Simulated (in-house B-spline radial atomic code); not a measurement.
# Solving the quasi-particle equation for 3p of Ar

Configuration [Ne] 3s2 3p6, start PBE0; correlation leaves out the 3 deepest shells. Computed with an all-electron radial atomic-structure program (B-spline basis): all electrons, non-relativistic, point nucleus, each spin shell either full or empty, empty states to l = 9 with an (l + 1/2)⁻⁴ tail; G0W0 by contour deformation at full frequency.

At the mean-field level ε = -11.979 eV the matrix elements are Σx = -23.813 eV, v_xc = -19.825 eV and Σc(ε) = -0.088 eV, and the slope of the correlation self-energy is dΣc/dω = -0.1010. The quasi-particle energy solves E = ε + Σx − v_xc + Σc(E).

(1) What does the linearised equation give?

(2) How does that compare with the full solution and with static screening?

Answers

(1) Z = 1/(1 − dΣc/dω) = 1/1.1010 = 0.9083. The first-order shift is Σx − v_xc + Σc(ε) = -23.813 − (-19.825) + (-0.088) = -4.076 eV, so E ≈ ε + Z × shift = -11.979 + 0.9083 × (-4.076) = -15.681 eV.

(2) Solving the equation at full frequency dependence gives E = -15.645 eV, where Σc = 0.323 eV and the weight is 0.888; the linearised value is off by 37 meV. Leaving Z out would give -16.055 eV. Static COHSEX puts -2.488 eV in place of Σc and gives -18.455 eV, 2.81 eV deeper. The tabulated removal energy is 15.760 eV (NIST, measured); the run leaves out relativity, Breit and QED terms.
